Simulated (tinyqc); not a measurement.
Worked calculation (part 1 of 2): RKS/BP86 in the sto-3g basis, for H2F+, spin multiplicity 1. Computed by tinyqc, a small Python program that keeps every step (integrals from PySCF). Settings: charge = 1, multiplicity = 1, basis = sto-3g, energy threshold = 1e-09, iteration cap = 89, orthogonalisation = canonical, start = Wolfsberg-Helmholz matrix, DIIS depth = 6, method = RKS, functional = b88,p86, grid = [15, 26]. Command: `OMP_NUM_THREADS=1 python tinyqc.py 28149 28150 out.jsonl` (the two numbers bound the seeds that draw the settings). One thread of a shared host (Intel(R) Xeon(R) Processor @ 2.60GHz), about 0.9 s of CPU time with the checks. Later iterations appear only in the table of the cycle.

## One-electron integrals

Geometry (angstrom):
```
atom         x          y         z
F     0.000000   0.000000  0.000000
H     0.000000   1.138000  0.688000
H     0.000000  -1.138000  0.688000
```

Basis sto-3g: exponents (1/bohr^2) and contraction coefficients of normalised primitives:
```
element  l (shell)    exponent  coefficient
F            s (1)  166.679130     0.154329
F            s (1)   30.360812     0.535328
F            s (1)    8.216821     0.444635
F            s (2)    6.464803    -0.099967
F            s (2)    1.502281     0.399513
F            s (2)    0.488588     0.700115
F            p (3)    6.464803     0.155916
F            p (3)    1.502281     0.607684
F            p (3)    0.488588     0.391957
H            s (1)    3.425251     0.154329
H            s (1)    0.623914     0.535328
H            s (1)    0.168855     0.444635
```

Overlap, kinetic and nuclear-attraction integrals over the contracted functions; the nuclear repulsion is the sum of Za Zb / Rab.

nuclear repulsion = 7.39533671 hartree

overlap S, lower triangle:
```
           1F 1s     1F 2s    1F 2px     1F 2py    1F 2pz     2H 1s     3H 1s
1F 1s   1.000000
1F 2s   0.237990  1.000000
1F 2px  0.000000  0.000000  1.000000
1F 2py  0.000000  0.000000  0.000000   1.000000
1F 2pz  0.000000  0.000000  0.000000   0.000000  1.000000
2H 1s   0.018651  0.224721  0.000000   0.172922  0.104544  1.000000
3H 1s   0.018651  0.224721  0.000000  -0.172922  0.104544  0.074481  1.000000
```

kinetic energy T (hartree), lower triangle:
```
            1F 1s     1F 2s    1F 2px     1F 2py    1F 2pz      2H 1s     3H 1s
1F 1s   36.984577
1F 2s   -0.212858  1.037995
1F 2px   0.000000  0.000000  3.248015
1F 2py   0.000000  0.000000  0.000000   3.248015
1F 2pz   0.000000  0.000000  0.000000   0.000000  3.248015
2H 1s   -0.006112  0.000663  0.000000   0.047663  0.028816   0.760032
3H 1s   -0.006112  0.000663  0.000000  -0.047663  0.028816  -0.011468  0.760032
```

nuclear attraction V (hartree), lower triangle:
```
             1F 1s       1F 2s      1F 2px      1F 2py      1F 2pz      2H 1s      3H 1s
1F 1s   -77.805450
1F 2s    -9.366218  -12.336893
1F 2px    0.000000    0.000000  -12.215533
1F 2py    0.000000    0.000000    0.000000  -12.278911
1F 2pz   -0.007408   -0.092495    0.000000    0.000000  -12.238698
2H 1s    -0.751151   -1.942926    0.000000   -1.260690   -0.777529  -5.010935
3H 1s    -0.751151   -1.942926    0.000000    1.260690   -0.777529  -0.440938  -5.010935
```

core Hamiltonian H = T + V (hartree), lower triangle:
```
             1F 1s       1F 2s     1F 2px     1F 2py     1F 2pz      2H 1s      3H 1s
1F 1s   -40.820873
1F 2s    -9.579075  -11.298898
1F 2px    0.000000    0.000000  -8.967519
1F 2py    0.000000    0.000000   0.000000  -9.030897
1F 2pz   -0.007408   -0.092495   0.000000   0.000000  -8.990683
2H 1s    -0.757263   -1.942264   0.000000  -1.213026  -0.748713  -4.250904
3H 1s    -0.757263   -1.942264   0.000000   1.213026  -0.748713  -0.452406  -4.250904
```

## Two-electron integrals

Functions are numbered as in S; the eight-fold symmetry (ij|kl) = (ji|kl) = (kl|ij) leaves the list below.

Two-electron integrals (ij|kl) in chemists' order, unique and non-zero (hartree):
```
(11|11) 5.403501    (21|11) 0.841920    (21|21) 0.156299    (22|11) 1.268028
(22|21) 0.292344    (22|22) 0.926167    (31|31) 0.027998    (32|31) 0.043169
(32|32) 0.204588    (33|11) 1.264502    (33|21) 0.292403    (33|22) 0.925959
(33|33) 0.997514    (41|41) 0.027998    (42|41) 0.043169    (42|42) 0.204588
(43|43) 0.053770    (44|11) 1.264502    (44|21) 0.292403    (44|22) 0.925959
(44|33) 0.889973    (44|44) 0.997514    (51|51) 0.027998    (52|51) 0.043169
(52|52) 0.204588    (53|53) 0.053770    (54|54) 0.053770    (55|11) 1.264502
(55|21) 0.292403    (55|22) 0.925959    (55|33) 0.889973    (55|44) 0.889973
(55|55) 0.997514    (61|11) 0.066743    (61|21) 0.012297    (61|22) 0.022892
(61|33) 0.022860    (61|41) 0.000405    (61|42) 0.000769    (61|44) 0.022934
(61|51) 0.000245    (61|52) 0.000465    (61|54) 0.000045    (61|55) 0.022887
(61|61) 0.000976    (62|11) 0.190790    (62|21) 0.044671    (62|22) 0.160675
(62|33) 0.158266    (62|41) 0.002560    (62|42) 0.021161    (62|44) 0.163440
(62|51) 0.001548    (62|52) 0.012793    (62|54) 0.003128    (62|55) 0.160157
(62|61) 0.003568    (62|62) 0.036129    (63|31) 0.004407    (63|32) 0.027159
(63|43) 0.004303    (63|53) 0.002601    (63|63) 0.005073    (64|11) 0.118989
(64|21) 0.028194    (64|22) 0.108705    (64|33) 0.104289    (64|41) 0.005795
(64|42) 0.040444    (64|44) 0.116203    (64|51) 0.000839    (64|52) 0.008031
(64|54) 0.004601    (64|55) 0.105498    (64|61) 0.002330    (64|62) 0.030134
(64|64) 0.030086    (65|11) 0.071937    (65|21) 0.017045    (65|22) 0.065719
(65|33) 0.063050    (65|41) 0.000839    (65|42) 0.008031    (65|44) 0.065050
(65|51) 0.004915    (65|52) 0.032015    (65|54) 0.005512    (65|55) 0.068983
(65|61) 0.001409    (65|62) 0.018218    (65|64) 0.015122    (65|65) 0.014215
(66|11) 0.394550    (66|21) 0.093839    (66|22) 0.390306    (66|33) 0.379225
(66|41) 0.005772    (66|42) 0.068576    (66|44) 0.403367    (66|51) 0.003490
(66|52) 0.041459    (66|54) 0.014595    (66|55) 0.388049    (66|61) 0.007514
(66|62) 0.120087    (66|64) 0.117481    (66|65) 0.071025    (66|66) 0.774606
(71|11) 0.066743    (71|21) 0.012297    (71|22) 0.022892    (71|33) 0.022860
(71|41) -0.000405   (71|42) -0.000769   (71|44) 0.022934    (71|51) 0.000245
(71|52) 0.000465    (71|54) -0.000045   (71|55) 0.022887    (71|61) 0.000964
(71|62) 0.003468    (71|64) 0.002112    (71|65) 0.001372    (71|66) 0.007282
(71|71) 0.000976    (72|11) 0.190790    (72|21) 0.044671    (72|22) 0.160675
(72|33) 0.158266    (72|41) -0.002560   (72|42) -0.021161   (72|44) 0.163440
(72|51) 0.001548    (72|52) 0.012793    (72|54) -0.003128   (72|55) 0.160157
(72|61) 0.003468    (72|62) 0.028179    (72|64) 0.016486    (72|65) 0.013726
(72|66) 0.074070    (72|71) 0.003568    (72|72) 0.036129    (73|31) 0.004407
(73|32) 0.027159    (73|43) -0.004303   (73|53) 0.002601    (73|63) 0.003781
(73|73) 0.005073    (74|11) -0.118989   (74|21) -0.028194   (74|22) -0.108705
(74|33) -0.104289   (74|41) 0.005795    (74|42) 0.040444    (74|44) -0.116203
(74|51) -0.000839   (74|52) -0.008031   (74|54) 0.004601    (74|55) -0.105498
(74|61) -0.002112   (74|62) -0.016486   (74|64) -0.006173   (74|65) -0.007922
(74|66) -0.042030   (74|71) -0.002330   (74|72) -0.030134   (74|74) 0.030086
(75|11) 0.071937    (75|21) 0.017045    (75|22) 0.065719    (75|33) 0.063050
(75|41) -0.000839   (75|42) -0.008031   (75|44) 0.065050    (75|51) 0.004915
(75|52) 0.032015    (75|54) -0.005512   (75|55) 0.068983    (75|61) 0.001372
(75|62) 0.013726    (75|64) 0.007922    (75|65) 0.010391    (75|66) 0.039427
(75|71) 0.001409    (75|72) 0.018218    (75|74) -0.015122   (75|75) 0.014215
(76|11) 0.040619    (76|21) 0.009611    (76|22) 0.038029    (76|33) 0.037359
(76|44) 0.038075    (76|51) 0.000526    (76|52) 0.005402    (76|55) 0.038614
(76|61) 0.000759    (76|62) 0.008619    (76|64) 0.006404    (76|65) 0.005028
(76|66) 0.032474    (76|71) 0.000759    (76|72) 0.008619    (76|74) -0.006404
(76|75) 0.005028    (76|76) 0.002747    (77|11) 0.394550    (77|21) 0.093839
(77|22) 0.390306    (77|33) 0.379225    (77|41) -0.005772   (77|42) -0.068576
(77|44) 0.403367    (77|51) 0.003490    (77|52) 0.041459    (77|54) -0.014595
(77|55) 0.388049    (77|61) 0.007282    (77|62) 0.074070    (77|64) 0.042030
(77|65) 0.039427    (77|66) 0.232230    (77|71) 0.007514    (77|72) 0.120087
(77|74) -0.117481   (77|75) 0.071025    (77|76) 0.032474    (77|77) 0.774606
```

## Orthogonalisation

S = U s U^T; canonical form X = U s^(-1/2), so that X^T S X = 1. Each column of U has its largest component positive (the first on a tie).

eigenvalues of S: 0.620610  0.715391  0.914453  1.000000  1.083707  1.210128  1.455710

X:
```
                1          2          3         4          5          6         7
1F 1s   -0.515171   0.000000   0.615943  0.000000  -0.568695   0.000000  0.307753
1F 2s    0.897209   0.000000  -0.175518  0.000000  -0.240214   0.000000  0.530522
1F 2px   0.000000   0.000000   0.000000  1.000000   0.000000   0.000000  0.000000
1F 2py   0.000000   0.770519   0.000000  0.000000   0.000000   0.689480  0.000000
1F 2pz   0.267053   0.000000   0.715511  0.000000   0.640439   0.000000  0.172037
2H 1s   -0.484570  -0.634089  -0.292747  0.000000   0.256398   0.418913  0.374958
3H 1s   -0.484570   0.634089  -0.292747  0.000000   0.256398  -0.418913  0.374958
```

## Starting guess

The start is the generalised Wolfsberg-Helmholz matrix (K = 1.75) built on H; D = 2 C_occ C_occ^T.

D at the start, lower triangle:
```
            1F 1s      1F 2s    1F 2px     1F 2py    1F 2pz     2H 1s     3H 1s
1F 1s    2.097067
1F 2s   -0.410653   1.760056
1F 2px   0.000000   0.000000  2.000000
1F 2py   0.000000   0.000000  0.000000   1.853579
1F 2pz   0.033604  -0.122973  0.000000   0.000000  1.959577
2H 1s   -0.092194   0.277812  0.000000   0.169975  0.074500  0.064339
3H 1s   -0.092194   0.277812  0.000000  -0.169975  0.074500  0.033165  0.064339
```

## Iteration 1: exchange-correlation on the grid

Becke grid with 15 radial and 26 angular points per atom, points of zero weight dropped. rho = sum D_ij phi_i phi_j; V_xc,ij = sum w v_xc phi_i phi_j plus the gradient terms; v_xc is d(rho eps)/d rho at fixed gradient.

The 12 grid points with the largest w rho, of 1166 (bohr, atomic units):
```
x                  y          z         w       rho  |grad rho|^2     eps_xc       v_xc
0.000000    0.000000  -0.900000  0.174965  0.768725      4.287127  -0.760811  -0.956118
-0.900000   0.000000   0.000000  0.174950  0.746266      3.993493  -0.753856  -0.947120
0.900000    0.000000   0.000000  0.174950  0.746266      3.993493  -0.753856  -0.947120
0.000000    0.000000   0.900000  0.174285  0.710431      3.486886  -0.742162  -0.932762
0.000000   -0.900000   0.000000  0.170626  0.724608      3.552728  -0.746254  -0.939257
0.000000    0.900000   0.000000  0.170626  0.724608      3.552728  -0.746254  -0.939257
-0.636396   0.000000  -0.636396  0.139972  0.764021      4.223653  -0.759362  -0.954253
0.636396    0.000000  -0.636396  0.139972  0.764021      4.223653  -0.759362  -0.954253
0.000000   -0.636396  -0.636396  0.139903  0.747293      4.018947  -0.754228  -0.947468
0.000000    0.636396  -0.636396  0.139903  0.747293      4.018947  -0.754228  -0.947468
-0.636396  -0.636396   0.000000  0.139189  0.733735      3.784196  -0.749691  -0.942308
0.636396    0.636396   0.000000  0.139189  0.733735      3.784196  -0.749691  -0.942308
```

electrons on the grid, sum of w rho = 10.006339

E_xc = sum of w rho eps_xc = -11.16895414 hartree

V_xc (hartree), lower triangle:
```
            1F 1s      1F 2s     1F 2px     1F 2py     1F 2pz      2H 1s      3H 1s
1F 1s   -3.524544
1F 2s   -0.490280  -0.944046
1F 2px   0.000000   0.000000  -0.936071
1F 2py   0.000000   0.000000   0.000000  -0.939266
1F 2pz   0.000801   0.004503   0.000000   0.000000  -0.936615
2H 1s   -0.039177  -0.142853   0.000000  -0.090052  -0.054284  -0.272148
3H 1s   -0.039177  -0.142853   0.000000   0.090052  -0.054284  -0.026602  -0.272148
```

## Iteration 1: building the Kohn-Sham matrix

J_ij = sum D_kl (ij|kl); F = H + J + V_xc; E = tr D H + tr D J / 2 + E_xc + E_nn.

Coulomb J (hartree), lower triangle:
```
            1F 1s      1F 2s    1F 2px     1F 2py    1F 2pz     2H 1s     3H 1s
1F 1s   20.565781
1F 2s    3.933586   9.748231
1F 2px   0.000000   0.000000  9.738377
1F 2py   0.000000   0.000000  0.000000   9.740205
1F 2pz  -0.004587  -0.012677  0.000000   0.000000  9.739931
2H 1s    0.309614   1.644590  0.000000   1.098011  0.663014  3.936625
3H 1s    0.309614   1.644590  0.000000  -1.098011  0.663014  0.383400  3.936625
```

Kohn-Sham matrix F (hartree), lower triangle:
```
             1F 1s      1F 2s     1F 2px     1F 2py     1F 2pz      2H 1s      3H 1s
1F 1s   -23.779637
1F 2s    -6.135769  -2.494713
1F 2px    0.000000   0.000000  -0.165212
1F 2py    0.000000   0.000000   0.000000  -0.229958
1F 2pz   -0.011194  -0.100669   0.000000   0.000000  -0.187367
2H 1s    -0.486825  -0.440526   0.000000  -0.205068  -0.139983  -0.586427
3H 1s    -0.486825  -0.440526   0.000000   0.205068  -0.139983  -0.095608  -0.586427
```

total energy of this density = -98.73918403 hartree

## Iteration 1: diagonalisation and new density

Diagonalise F' = X^T F X, C = X C', fill 5 alpha and 5 beta electrons from the bottom; D = 2 C_occ C_occ^T. Each column has its largest component positive (the first on a tie).

F' = X^T F X (hartree), lower triangle:
```
           1          2          3          4          5          6          7
1  -2.673631
2   0.000000  -0.130446
3   4.125172   0.000000  -7.591364
4   0.000000   0.000000   0.000000  -0.165212
5  -4.343575   0.000000   8.228064   0.000000  -9.337894
6   0.000000   0.185508   0.000000   0.000000   0.000000  -0.518504
7   3.033642   0.000000  -5.864379   0.000000   6.612349   0.000000  -5.786163
```

orbital energies (hartree): MO1 -23.790598, MO2 -1.021152, MO3 -0.592916, MO4 -0.454031, MO5 -0.165212, MO6 -0.123271, MO7 -0.056034

coefficients C:
```
              MO1        MO2        MO3        MO4       MO5        MO6        MO7
1F 1s    0.994275  -0.238033   0.000000   0.132547  0.000000  -0.010037   0.000000
1F 2s    0.023523   0.888444   0.000000  -0.615176  0.000000   0.081357   0.000000
1F 2px   0.000000   0.000000   0.000000   0.000000  1.000000   0.000000   0.000000
1F 2py   0.000000   0.000000   0.353061   0.000000  0.000000   0.000000   0.971817
1F 2pz   0.001174   0.119456   0.000000   0.218584  0.000000   0.980297   0.000000
2H 1s   -0.003027   0.193003   0.624865   0.641686  0.000000  -0.278966  -0.432552
3H 1s   -0.003027   0.193003  -0.624865   0.641686  0.000000  -0.278966   0.432552
```

D after iteration 1, lower triangle:
```
            1F 1s      1F 2s    1F 2px     1F 2py    1F 2pz     2H 1s     3H 1s
1F 1s    2.125623
1F 2s   -0.539261   2.336655
1F 2px   0.000000   0.000000  2.000000
1F 2py   0.000000   0.000000  0.000000   0.249304
1F 2pz   0.003411  -0.056620  0.000000   0.000000  0.124100
2H 1s    0.072206  -0.446696  0.000000   0.441231  0.326628  1.678953
3H 1s    0.072206  -0.446696  0.000000  -0.441231  0.326628  0.117126  1.678953
```

## Iteration 2: exchange-correlation on the grid

As before.

The 12 grid points with the largest w rho, of 1166 (bohr, atomic units):
```
x                  y          z         w       rho  |grad rho|^2     eps_xc       v_xc
0.900000    0.000000   0.000000  0.174950  0.778696      4.476572  -0.764066  -0.959781
-0.900000   0.000000   0.000000  0.174950  0.778696      4.476572  -0.764066  -0.959781
1.315168    0.000000   0.000000  0.489039  0.196650      0.553737  -0.531187  -0.589621
-1.315168   0.000000   0.000000  0.489039  0.196650      0.553737  -0.531187  -0.589621
-0.586962   0.000000   0.000000  0.055239  1.578882      7.972786  -0.939534  -1.221459
0.586962    0.000000   0.000000  0.055239  1.578882      7.972786  -0.939534  -1.221459
-0.636396  -0.636396   0.000000  0.139189  0.541944      2.425379  -0.687762  -0.849361
0.636396    0.636396   0.000000  0.139189  0.541944      2.425379  -0.687762  -0.849361
0.636396   -0.636396   0.000000  0.139189  0.541944      2.425379  -0.687762  -0.849361
-0.636396   0.636396   0.000000  0.139189  0.541944      2.425379  -0.687762  -0.849361
0.636396    0.000000  -0.636396  0.139972  0.518386      2.419642  -0.680696  -0.834716
-0.636396   0.000000  -0.636396  0.139972  0.518386      2.419642  -0.680696  -0.834716
```

electrons on the grid, sum of w rho = 10.006127

E_xc = sum of w rho eps_xc = -9.86841807 hartree

V_xc (hartree), lower triangle:
```
            1F 1s      1F 2s     1F 2px     1F 2py     1F 2pz      2H 1s      3H 1s
1F 1s   -3.504614
1F 2s   -0.462886  -0.806963
1F 2px   0.000000   0.000000  -0.874749
1F 2py   0.000000   0.000000   0.000000  -0.774580
1F 2pz   0.000233  -0.007729   0.000000   0.000000  -0.747976
2H 1s   -0.037062  -0.135564   0.000000  -0.094958  -0.058542  -0.514597
3H 1s   -0.037062  -0.135564   0.000000   0.094958  -0.058542  -0.031832  -0.514597
```

## Iteration 2: building the Kohn-Sham matrix

As before.

Coulomb J (hartree), lower triangle:
```
            1F 1s     1F 2s    1F 2px     1F 2py    1F 2pz     2H 1s     3H 1s
1F 1s   17.858647
1F 2s    3.311246  8.058619
1F 2px   0.000000  0.000000  8.135894
1F 2py   0.000000  0.000000  0.000000   8.043270
1F 2pz   0.012351  0.150886  0.000000   0.000000  7.970596
2H 1s    0.261075  1.442096  0.000000   1.001613  0.630271  4.291598
3H 1s    0.261075  1.442096  0.000000  -1.001613  0.630271  0.365608  4.291598
```

Kohn-Sham matrix F (hartree), lower triangle:
```
             1F 1s      1F 2s     1F 2px     1F 2py     1F 2pz      2H 1s      3H 1s
1F 1s   -26.466841
1F 2s    -6.730714  -4.047243
1F 2px    0.000000   0.000000  -1.706374
1F 2py    0.000000   0.000000   0.000000  -1.762206
1F 2pz    0.005176   0.050661   0.000000   0.000000  -1.768063
2H 1s    -0.533250  -0.635731   0.000000  -0.306372  -0.176984  -0.473903
3H 1s    -0.533250  -0.635731   0.000000   0.306372  -0.176984  -0.118630  -0.473903
```

total energy of this density = -97.32498138 hartree

## Iteration 2: DIIS over 2 matrices

error matrix X^T (FDS - SDF) X:
```
          1         2          3         4          5          6          7
1  0.000000  0.000000  -0.459379  0.000000  -0.576382   0.000000  -0.181712
2  0.000000  0.000000   0.000000  0.000000   0.000000  -1.382192   0.000000
3  0.459379  0.000000   0.000000  0.000000  -0.555895   0.000000  -0.371242
4  0.000000  0.000000   0.000000  0.000000   0.000000   0.000000   0.000000
5  0.576382  0.000000   0.555895  0.000000   0.000000   0.000000  -0.245906
6  0.000000  1.382192   0.000000  0.000000   0.000000   0.000000   0.000000
7  0.181712  0.000000   0.371242  0.000000   0.245906   0.000000   0.000000
```

B (overlaps of the stored error matrices):
```
                1               2
1   1.0260884e+00  -1.9878234e+00
2  -1.9878234e+00   5.9880596e+00
```

Minimise |sum c_i e_i|^2 with sum c_i = 1: solve [B -1; -1 0][c; lambda] = [0; -1] with B_ij = tr e_i^T e_j, and take F = sum c_i F_i.

DIIS coefficients: 0.725754  0.274246

extrapolated F (hartree), lower triangle:
```
             1F 1s      1F 2s     1F 2px     1F 2py     1F 2pz      2H 1s      3H 1s
1F 1s   -24.516593
1F 2s    -6.298931  -2.920489
1F 2px    0.000000   0.000000  -0.587870
1F 2py    0.000000   0.000000   0.000000  -0.650171
1F 2pz   -0.006705  -0.059167   0.000000   0.000000  -0.620867
2H 1s    -0.499557  -0.494061   0.000000  -0.232850  -0.150131  -0.555567
3H 1s    -0.499557  -0.494061   0.000000   0.232850  -0.150131  -0.101922  -0.555567
```
